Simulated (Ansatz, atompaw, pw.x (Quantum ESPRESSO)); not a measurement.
## platinum: one change to the PAW (atompaw) potential, in the atom and in the bcc crystal

Pt (Z = 78), PAW, made with atompaw 4.2.0.5 (LDA (PW92), scalar-relativistic). Core [Kr] 4d10, reference 4f13 5s2 5p6 5d10 6s1 6p0. Waves: 5s (bound); 6s (bound); 5p (bound); 6p (bound, empty); 5d (bound); 5d channel at 0.95 Ry; 4f (bound); 4f channel at -2.3 Ry. Local part: troulliermartins scheme with l = 4 at 0 Ry, radius 1.70 bohr. Core correction: smooth core density matched at 2.10 bohr. Augmentation charge: besselshape compensation charge, radius 2.15 bohr; PAW radius 2.20 bohr; waves and projectors: bloechl.

Change: wave 4f channel at -2.3 Ry becomes 4f channel at -5.79 Ry.

Cutoffs, loose and tight: the cutoffs (Ry, on a coarse ladder) from which the occupation-weighted sum of valence levels, in a spherical-Bessel basis at the reference potential, stays within 10 and 1 mRy of its value at 400 Ry. They see the waves, projectors and local potential, not the compensation charge or the core.

Crystal test: bcc Pt in pw.x 7.5, no spin, 15³ k-points, Fermi–Dirac smearing 0.01 Ry, cutoffs set for each file from its atomic test. The reference is all-electron LAPW (Ansatz 0.2.0) with the same functional, mesh and smearing; V0 and B0 come from Birch–Murnaghan fits to the pressures at five volumes. Errors are pseudo minus all-electron; Δ is the rms difference of the E(V) curves that follow from these fits, minima aligned, over ±6 % about the mean V0. Mesh and smearing are coarse, so the numbers serve the comparison and aren't converged zero-temperature values; the lattice is a test structure that the element need not adopt.

All-electron: a0 = 3.102 Å (V0 = 14.93 Å³/atom), B0 = 293.0 GPa.

Question: Does the change bring the crystal closer to the all-electron result?

Answer: The mean pressure error goes from +0.22 to +2.02 GPa, so the change moves the solid further from the all-electron pressures. At 80 % of its cutoff the pressure of the base moves by -0.33 GPa.

| quantity | base | changed |
| --- | --- | --- |
| outcome (atom) | generated | generated |
| cutoff, loose (atom) | 90 Ry | 90 Ry |
| cutoff, tight (atom) | 110 Ry | 110 Ry |
| bound ghosts (atom) | none | none |
| cutoffs in pw.x (Ry) | 135/900 | 135/900 |
| a0 (Å) | 3.103 | 3.109 |
| a0 error (%) | +0.02 | +0.23 |
| B0 error (%) | +1.3 | +1.0 |
| Δ (meV/atom) | 0.9 | 6.7 |
| mean pressure error (GPa) | +0.22 | +2.02 |

 The atomic cutoffs weigh occupied waves only.
